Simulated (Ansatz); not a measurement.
Two shapes of singlet CH2.

Shape 1:

```xyz
3

C     0.0429    0.0231   -0.1909
H    -0.0360    0.8966    0.5370
H     0.0445   -0.8464    0.5222
```

Shape 2:

```xyz
3

C     0.0451   -0.0245   -0.1582
H    -0.0272    0.9037    0.5936
H     0.1003   -0.8599    0.5156
```

Basis set: aug-cc-pVDZ (spherical functions). Correlated methods keep 1 orbital frozen. Charge 0, multiplicity 1.

Computed with Ansatz (development build ahead of 0.2.0); each method stands on the lowest determinant of its kind that the runs found.

Task: Which shape is lower in energy, and by how much in each method?

Result:

```json
{"method": "RHF", "E(2) − E(1) (eV)": "0.109"}
{"method": "RHF-MP2", "E(2) − E(1) (eV)": "0.110"}
```

Shape 1 is lower. Caution: in another basis set an unrestricted determinant lies well below; another spin multiplicity may lie lower.
